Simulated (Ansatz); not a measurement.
# Si2 (singlet): the correlation ladder at distance Si1–Si2 = 6.323 Å, 6-31G

How much of the correlation energy of Si2 (singlet) does each wave-function method recover here?

The runs use Ansatz 0.2.0, Gaussian basis; 6-31G, core rule «outside noble gas», up to 10 orbitals frozen.

Plan: UHF; CCSD(T) on RHF; CCSD(T) on UHF; BCCD(T) on RHF; CISD; CCSDT(Q) on RHF; CCSDT(Q) on UHF; CISDTQ; CCSDTQ on RHF; CCSDTQ on UHF; CASSCF and MRCISD+Q, 2 electrons in 2 orbitals; CASSCF and NEVPT2, 2 electrons in 2 orbitals; CASSCF and MRCISD+Q, 8 electrons in 8 orbitals; CASSCF and NEVPT2, 8 electrons in 8 orbitals; Full CI.

29 further runs of the same task are left out: 4 for a known fault of the program, 22 that didn't finish, 3 set aside as unsound or not needed.

## (1) The geometry

The geometry derives from a PBE0/def2-TZVP stationary point (not a proven minimum). One bond is set to the value named and the two fragments are kept rigid.

2 atoms, charge 0, spin multiplicity 1.

Atoms are counted from 1 here; the program's logs count them from 0.

No contacts short enough for the rule that draws bonds.

## (2) UHF

in.yaml reads:

```yaml
crystal:
  periodic: [false, false, false]
  atoms:
    - {symbol: Si, position_ang: [0.000000, 0.000000, 0.000000]}
    - {symbol: Si, position_ang: [0.000000, 0.000000, 6.323000]}
basis:
  gaussian: {orbitals: 6-31G}
magnetization: {spin_polarized: true, initial_magnetization: 0}
hamiltonian: {xc: hf}
output: {orbitals: {seedname: orbitals}}
```

Command:

```
ansatz run in.yaml --threads 1 --pin off --events-out ev --progress --plain --max-ram 2393MiB
```

After this run come: CCSD(T) on RHF; CCSD(T) on UHF; BCCD(T) on RHF; CISD; CCSDT(Q) on RHF; CCSDT(Q) on UHF; CISDTQ; CCSDTQ on RHF; CCSDTQ on UHF; CASSCF and MRCISD+Q, 2 electrons in 2 orbitals; CASSCF and NEVPT2, 2 electrons in 2 orbitals; CASSCF and MRCISD+Q, 8 electrons in 8 orbitals; CASSCF and NEVPT2, 8 electrons in 8 orbitals; Full CI.

Q: Predict the results of all the runs planned. Wanted: FCI from the RHF energy; RMP2 from FCI; UMP2 from FCI; RCCSD from FCI; RCCSD(T) from FCI; UCCSD(T) from FCI; T1 diagnostic; effectively unpaired electrons.

The runs gave:

```
                         quantity            value
          FCI from the RHF energy       -4.4965 eV
                    RMP2 from FCI  +74.38 kcal/mol
                    UMP2 from FCI  +11.41 kcal/mol
                   RCCSD from FCI  +51.97 kcal/mol
                RCCSD(T) from FCI  +50.73 kcal/mol
                UCCSD(T) from FCI   +0.09 kcal/mol
levels within 1 kcal/mol (43 meV)  UCCSD, UCCSD(T)
                    T1 diagnostic            0.001
   effectively unpaired electrons             4.36
```

**Reading.** RCCSD(T) lands +50.73 kcal/mol from the yardstick (48.9 % of the correlation energy). CCSD(T) misses by +50.73 kcal/mol on the restricted determinant and by +0.09 kcal/mol on the unrestricted one; the two need not hold the same state or core. The occupations show strong static correlation (4.4 unpaired electrons where one determinant has 0). These misses are within one basis, not against nature.

The restricted and unrestricted ladders end 2.20 eV apart at CCSD(T), so they describe two states, and rows of one don't measure the error of the other.
